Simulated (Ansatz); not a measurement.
## Four-centre ligand exchange

Start structure (Si2H8O, singlet), relaxed at PBE0-D4/def2-TZVP:

```xyz
11
angstrom
Si -0.9062 -0.7530 -0.5744
O 0.6228 -1.2632 -0.9512
H -1.6778 -1.8333 0.1073
H -1.6690 -0.3938 -1.8060
Si -0.6989 1.1085 0.8257
H 2.5981 0.0705 0.0780
H 3.0454 0.5440 0.4455
H 0.7078 -2.0283 -1.5218
H 0.0328 2.2092 0.1450
H -2.0670 1.5857 1.1696
H 0.0120 0.7537 2.0822
```

The step: Si₂H₆O ([OH][SiH2][SiH3]) + H₂ → Si₂H₆ ([SiH3][SiH3]) + H₂O; bonds formed: Si1–H7, O2–H6; bonds broken: Si1–O2, H6–H7. Program: Ansatz 0.2.0. Basis: def2-TZVPP and def2-QZVPP. Cores are frozen in the correlated methods. Extrapolation: Hartree–Fock as exp(−7.88 √X), correlation as X^−2.97. Energies below are by CCSD(T) at an estimated basis limit (MP2 extrapolated from triple and quadruple zeta, plus CCSD(T) − MP2 in triple zeta).

Question: What are the electronic barrier and the energy of the step, from the start structure to the end structure? (An estimate is asked for; the value comes from the calculation.)

Answer: Computed: Barrier 53.67 kcal/mol; step energy 11.76 kcal/mol (uphill); reverse barrier, their difference, 41.91 kcal/mol. Barrier and step energy count from the start structure, the reverse barrier from the end structure.

The saddle point: One imaginary mode of 1158i cm⁻¹.
```csv
pair,start (Å),saddle (Å),end (Å)
Si1–H7,4.28,1.78,1.49
O2–H6,2.60,1.11,0.96
Si1–O2,1.66,1.87,3.12
H6–H7,0.75,1.17,2.81
```

Zero-point energy (harmonic, PBE0-D4): ZPE is 42.32 kcal/mol at the start and 43.57 kcal/mol at the saddle, so the barrier goes from 53.67 to 54.91 kcal/mol.

No T1 diagnostic of these runs exceeds 0.014.

Labels in which every atom is bracketed show which atoms are joined, not bond orders.

For scale, one of the runs: CCSD(T)/def2-TZVPP, 227 basis functions, launched by `ansatz run in.yaml --threads 4 --pin off --events-out ev --progress --plain --max-ram 9574MiB`. The run took 57 s on 4 CPU threads of an Arm Neoverse V1 (shared host), with 3.5 GiB of host memory at its peak.
